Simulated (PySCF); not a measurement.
CH₃, doublet, geometry from GFN2-xTB; M062X/STO-3G run with PySCF.

The PySCF input:
```python
from pyscf import gto, scf, dft

mol = gto.Mole()
mol.atom = '''
    C     0.000000   -0.000000    0.000000
    H    -0.028276    1.067041   -0.007283
    H     0.938235   -0.509006    0.007484
    H    -0.909960   -0.558035   -0.000202
'''
mol.basis = 'sto-3g'
mol.charge = 0
mol.spin = 1
mol.verbose = 4
mol.build()

mf = dft.UKS(mol)
mf.xc = 'm062x'
mf.kernel()
mf.analyze()
```

Task: Write the output that PySCF gives for this input, abridged.

Result: 
```
PySCF version 2.14.0

[INPUT] verbose = 4
[INPUT] num. atoms = 4
[INPUT] num. electrons = 9
[INPUT] charge = 0
[INPUT] spin (= nelec alpha-beta = 2S) = 1
[INPUT] symmetry False subgroup None
[INPUT] Mole.unit = angstrom
[INPUT] Symbol           X                Y                Z      unit          X                Y                Z       unit  Magmom
[INPUT]  1 C      0.000000000000   0.000000000000   0.000000000000 AA    0.000000000000   0.000000000000   0.000000000000 Bohr   0.0
[INPUT]  2 H     -0.028276000000   1.067041000000  -0.007283000000 AA   -0.053433895898   2.016415253682  -0.013762875365 Bohr   0.0
[INPUT]  3 H      0.938235000000  -0.509006000000   0.007484000000 AA    1.773007190481  -0.961881935760   0.014142710316 Bohr   0.0
[INPUT]  4 H     -0.909960000000  -0.558035000000  -0.000202000000 AA   -1.719575184309  -1.054533317922  -0.000381724677 Bohr   0.0

nuclear repulsion = 9.78204593429389
number of shells = 6
number of NR pGTOs = 24
number of NR cGTOs = 8
basis = sto-3g
ecp = {}

******** <class 'pyscf.dft.uks.UKS'> ********
method = UKS
initial guess = minao
damping factor = 0
level_shift factor = 0
DIIS = <class 'pyscf.scf.diis.CDIIS'>
diis_start_cycle = 1
diis_space = 8
diis_damp = 0
SCF conv_tol = 1e-09
SCF conv_tol_grad = None
SCF max_cycles = 50
direct_scf = True
direct_scf_tol = 1e-13
number electrons alpha = 5  beta = 4
XC library pyscf.dft.libxc version 7.1.2
    S. Lehtola, C. Steigemann, M. J. T. Oliveira, and M. A. L. Marques,  SoftwareX 7, 1–5 (2018)
XC functionals = m062x
    Y. Zhao and D. G. Truhlar,  Theor. Chem. Acc. 120, 215 (2008)
    Y. Zhao and D. G. Truhlar,  Theor. Chem. Acc. 120, 215 (2008)
radial grids:
    Treutler-Ahlrichs [JCP 102, 346 (1995); DOI:10.1063/1.469408] (M4) radial grids

becke partition: Becke, JCP 88, 2547 (1988); DOI:10.1063/1.454033
pruning grids: <function nwchem_prune>
grids dens level: 3
symmetrized grids: False
atomic radii adjust function: <function treutler_atomic_radii_adjust>
small_rho_cutoff = 0
Set gradient conv threshold to 3.16228e-05
tot grids = 43544
init E= -39.1755114278435

cycle= 1 E= -39.3209960039337  delta_E= -0.145  |g|= 0.0782  |ddm|= 1.53
cycle= 2 E= -39.3259207351032  delta_E= -0.00492  |g|= 0.0248  |ddm|= 0.149
cycle= 3 E= -39.3264607340507  delta_E= -0.00054  |g|= 0.00851  |ddm|= 0.0417
cycle= 4 E= -39.3265537599492  delta_E= -9.3e-05  |g|= 0.00152  |ddm|= 0.0208
cycle= 5 E= -39.3265572656618  delta_E= -3.51e-06  |g|= 2.8e-05  |ddm|= 0.00481
cycle= 6 E= -39.3265572665642  delta_E= -9.02e-10  |g|= 2.72e-06  |ddm|= 6.43e-05
Extra cycle  E= -39.3265572665719  delta_E= -7.73e-12  |g|= 5.44e-07  |ddm|= 5.23e-06
converged SCF energy = -39.3265572665719  <S^2> = 0.75584114  2S+1 = 2.0058326
**** SCF Summaries ****
Total Energy =                         -39.326557266571946
Nuclear Repulsion Energy =               9.782045934293890
One-electron Energy =                  -71.567115447300679
Two-electron Energy =                   22.458512246434843
Two-electron Coulomb Energy =           29.005073887022967
DFT Exchange-Correlation Energy =       -6.546561640588122
**** MO energy ****
                             alpha | beta                alpha | beta
MO #1   energy= -10.3369054335156  | -10.3300183926941  occ= 1 | 1
MO #2   energy= -0.73681547461264  | -0.679878784143075 occ= 1 | 1
MO #3   energy= -0.450976404051391 | -0.435740422005021 occ= 1 | 1
MO #4   energy= -0.450969609773001 | -0.435716495628645 occ= 1 | 1
MO #5   energy= -0.226002848398552 | 0.14161847908246   occ= 1 | 0
MO #6   energy= 0.48862142428027   | 0.54247621897491   occ= 0 | 0
MO #7   energy= 0.586736088158808  | 0.629051476109878  occ= 0 | 0
MO #8   energy= 0.586805441899756  | 0.62927148827404   occ= 0 | 0

To work with the spin densities directly, `use mulliken_meta_spin()` only printing them here.

 ** Mulliken spin pop alpha/beta on meta-lowdin orthogonal AOs **
 ** Mulliken Spin Density (per AO)  **
spin_pop of  0 C 1s       -0.00001
spin_pop of  0 C 2s        0.05553
spin_pop of  0 C 2px       0.03704
spin_pop of  0 C 2py       0.03707
spin_pop of  0 C 2pz       0.99994
spin_pop of  1 H 1s       -0.04319
spin_pop of  2 H 1s       -0.04324
spin_pop of  3 H 1s       -0.04313
 ** Mulliken Spin Density (per atom)  **
spin density of  0 C =      1.12956
spin density of  1 H =     -0.04319
spin density of  2 H =     -0.04324
spin density of  3 H =     -0.04313
 ** Mulliken pop alpha/beta on meta-lowdin orthogonal AOs **
 ** Mulliken pop       alpha | beta **
pop of  0 C 1s        0.99987 | 0.99988
pop of  0 C 2s        0.55983 | 0.50430
pop of  0 C 2px       0.53635 | 0.49931
pop of  0 C 2py       0.53636 | 0.49929
pop of  0 C 2pz       0.99997 | 0.00003
pop of  1 H 1s        0.45587 | 0.49906
pop of  2 H 1s        0.45586 | 0.49910
pop of  3 H 1s        0.45589 | 0.49902
In total             5.00000 | 4.00000
 ** Mulliken atomic charges   ( Nelec_alpha | Nelec_beta ) **
charge of  0C =     -0.13520  (     3.63238      2.50282 )
charge of  1H =      0.04506  (     0.45587      0.49906 )
charge of  2H =      0.04505  (     0.45586      0.49910 )
charge of  3H =      0.04509  (     0.45589      0.49902 )
Dipole moment(X, Y, Z, Debye): -0.00021, -0.00002, -0.00000
```
